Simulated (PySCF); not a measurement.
Functional dependence of a UV spectrum

Species: CH6Si.
Z-matrix (Å and degrees, PBE0-D3(BJ)/def2-SVP geometry), rows numbered from 1:
```
C 
Si  1  1.8792
H   1  1.1007  2  110.83
H   1  1.1008  2  110.64  3  -119.88
H   1  1.1006  2  111.05  3   120.08
H   2  1.4960  1  110.91  3   -59.88
H   2  1.4961  1  110.73  3  -179.99
H   2  1.4962  1  110.58  3    60.11
```

Linear-response calculations in the def2-SVPD basis (PySCF; singlets by full response, triplets Tamm–Dancoff, core orbitals frozen in the response; HF means time-dependent Hartree–Fock). 'Strongest' is the level of largest summed f among the singlets computed (10 roots, of which the last may lack a degenerate partner); it can jump between rows when another state enters that window. S1 is the lowest singlet of each run and needn't be the same state throughout; f(S1) is that of one state. Geometry: PBE0-D3(BJ)/def2-SVP; no solvent, vibrations or thermal averaging.

```csv
functional,kind,S1 (eV),f(S1),strongest (eV),T1 (eV),HOMO (eV),gap (eV),"ionisation energy, ΔSCF (eV)"
LDA,LDA,7.69,0.015,8.56,7.43,-7.96,7.59,11.57
PBE,GGA,7.80,0.013,8.58,7.41,-7.93,7.67,11.42
B3LYP,"global hybrid, 20% exact exchange",8.25,0.063,9.02,7.80,-9.02,9.19,11.61
PBE0,"global hybrid, 25% exact exchange",8.46,0.020,9.26,7.91,-9.24,9.68,11.58
BHandHLYP,"global hybrid, 50% exact exchange",8.83,0.097,9.74,8.29,-10.47,11.44,11.60
CAM-B3LYP,range-separated hybrid,8.56,0.079,9.51,8.06,-10.64,11.76,11.69
wB97X-D,range-separated hybrid,8.76,0.096,9.64,8.26,-11.14,13.19,11.65
HF,Hartree–Fock,9.63,0.165,10.69,8.71,-12.44,14.86,not settled
```

Question: What does LC-wPBE (range-separated hybrid) give?

Answer: S1 (eV) 9.09, f(S1) 0.019, strongest (eV) 9.67, T1 (eV) 8.41, HOMO (eV) -12.05, gap (eV) 14.21, ionisation energy, ΔSCF (eV) 11.78. S1 runs from 7.69 eV (LDA) to 9.63 eV (HF), a spread of 1.94 eV, while the orbital gap spreads over 7.3 eV. Along PBE (0%), B3LYP (20%), PBE0 (25%), BHandHLYP (50%), HF (100%) S1 rises with the share of exact exchange. −ε(HOMO) comes closest to its own ΔSCF ionisation energy with LC-wPBE (+0.27 eV) and misses most with LDA (-3.61 eV). 'Not settled' means that the ion's SCF failed to converge or may have ended in another state than the lowest.

Without π bonds the low states are Rydberg-like; a valence basis with one diffuse set may place them up to an eV too high.
